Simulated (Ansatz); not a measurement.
H5NSi2, one more setting.

```yaml
crystal:
  periodic: [false, false, false]
  atoms:
    - {symbol: N, position_ang: [-0.713588, 0.003786, -0.646674]}
    - {symbol: Si, position_ang: [-0.432426, 1.402134, -1.605403]}
    - {symbol: Si, position_ang: [0.274377, -0.546487, 0.685237]}
    - {symbol: H, position_ang: [-1.526092, -0.553569, -0.872471]}
    - {symbol: H, position_ang: [0.839671, 1.787570, -0.830814]}
    - {symbol: H, position_ang: [0.325400, 0.477909, 1.757298]}
    - {symbol: H, position_ang: [1.655823, -0.835443, 0.227706]}
    - {symbol: H, position_ang: [-0.330865, -1.793000, 1.229220]}
basis:
  gaussian: {orbitals: STO-3G}
total_charge: 1
magnetization: {spin_polarized: true, initial_magnetization: 1}
hamiltonian: {xc: {name: PBEsol}, dispersion: d3bjatm}
accuracy: high
output: {forces: true}
```

```sh
$ ansatz run in.yaml --threads 2 --pin off --events-out ev --progress --plain --max-ram 4352MiB
```

It prints (some lines left out):

```
Functional definition: PBEsol
537 factors; integrals over basis functions are off by at most 1.1e-8 eV
mean field evaluation 1: about -17063.4649 eV, gradient 3.3e1 eV
mean field evaluation 2: about -16996.2500 eV, gradient 9.2e1 eV
mean field evaluation 4: about -17071.4861 eV, gradient 2.9e0 eV
mean field evaluation 8: about -17071.4599 eV, gradient 1.7e-1 eV
mean field evaluation 16: about -17071.4601 eV, gradient 2.4e-5 eV
mean field -17071.46013178 eV, -627.3645883915 hartree, gradient 2.4e-8 eV, S^2 0.759091; 3 other end points of the search recorded, 0 dependent functions left out
reference -17071.46013407 eV, -627.3645884760 hartree; 20, 19 occupied and 8, 9 virtual orbitals, 537 factors
Total energy: -17071.53219906 eV, -627.3672368152 hartree
Atom 0 at    -0.713588     0.003786    -0.646674 Å, force     0.145971     2.781646    -2.265478 eV/Å
Atom 1 at    -0.432426     1.402134    -1.605403 Å, force     1.111879    -1.465201     2.227061 eV/Å
Atom 2 at     0.274377    -0.546487     0.685237 Å, force     1.815619    -1.102322     2.526455 eV/Å
Atom 3 at    -1.526092    -0.553569    -0.872471 Å, force    -1.771106    -1.384465    -0.347584 eV/Å
Atom 4 at     0.839671     1.787570    -0.830814 Å, force    -0.502032     0.586433    -0.941673 eV/Å
Atom 5 at     0.325400     0.477909     1.757298 Å, force    -0.169667    -0.252222    -0.641677 eV/Å
Atom 6 at     1.655823    -0.835443     0.227706 Å, force    -0.664889     0.236918    -0.071722 eV/Å
Atom 7 at    -0.330865    -1.793000     1.229220 Å, force     0.034224     0.599212    -0.485382 eV/Å
Dipole moment:    -0.303367     0.383234    -0.593112 e Å
```

It took 2.3 s on 2 threads of an Arm Neoverse V2 on a shared host, with 0.36 GiB of host memory at the peak.
